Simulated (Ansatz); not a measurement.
## CH7AlS: where a starting geometry ends

The starting geometry of this gas-phase triplet was optimised with GFN2-xTB as a singlet; its bonds are those of `[CH3][AlH2-][SH2+]`.

```xyz
10

C    -0.8230    1.2693    1.9845
Al   -2.0314    0.0037    2.9557
S    -0.5544   -2.0340    2.7833
H    -0.7688    1.0701    0.9042
H     0.2169    1.3430    2.3327
H    -1.2244    2.2876    2.0649
H    -2.0445   -0.0862    4.5145
H    -3.2323   -0.6683    2.2281
H     0.0150   -1.6176    1.6550
H     0.3612   -1.4304    3.5365
```

**Question.** Where would you expect an optimisation with r2SCAN-D4/def2-SVP to take it?

**Answer.** It falls apart into CH5Al + H2S. Distances that change by over a tenth: C1–Al2 (2.00 → 2.35 Å). Contacts that open: Al2–S3 (2.52 → 4.30 Å).

The energy falls by 2.60 eV over 36 steps:

```json
{"step": "1", "E − E(last) (eV)": "2.601"}
{"step": "5", "E − E(last) (eV)": "0.667"}
{"step": "9", "E − E(last) (eV)": "0.196"}
{"step": "13", "E − E(last) (eV)": "0.128"}
{"step": "17", "E − E(last) (eV)": "0.084"}
{"step": "20", "E − E(last) (eV)": "0.029"}
{"step": "24", "E − E(last) (eV)": "0.003"}
{"step": "28", "E − E(last) (eV)": "0.000"}
{"step": "32", "E − E(last) (eV)": "0.000"}
{"step": "36", "E − E(last) (eV)": "0.000"}
```

Final geometry (Å):

```tsv
atom	x (Å)	y (Å)	z (Å)
C	-0.9825	1.3970	1.8863
Al	-2.3373	0.7503	3.6905
S	0.0101	-2.3446	1.8442
H	-0.6348	0.4189	1.5352
H	-0.3629	1.9313	2.6182
H	-1.5952	2.0001	1.2126
H	-1.3314	-0.3135	4.3677
H	-3.2223	0.2212	2.4271
H	1.1323	-1.9518	2.4845
H	-0.7616	-1.9717	2.8933
```

The end wasn't checked by frequencies. Open shells are spin-unrestricted. The triplet needn't be the ground state. Run with Ansatz 0.2.0, 3.1 min on 2 threads of Intel(R) Xeon(R) Platinum 8488C (Sapphire Rapids), with other jobs on the host.
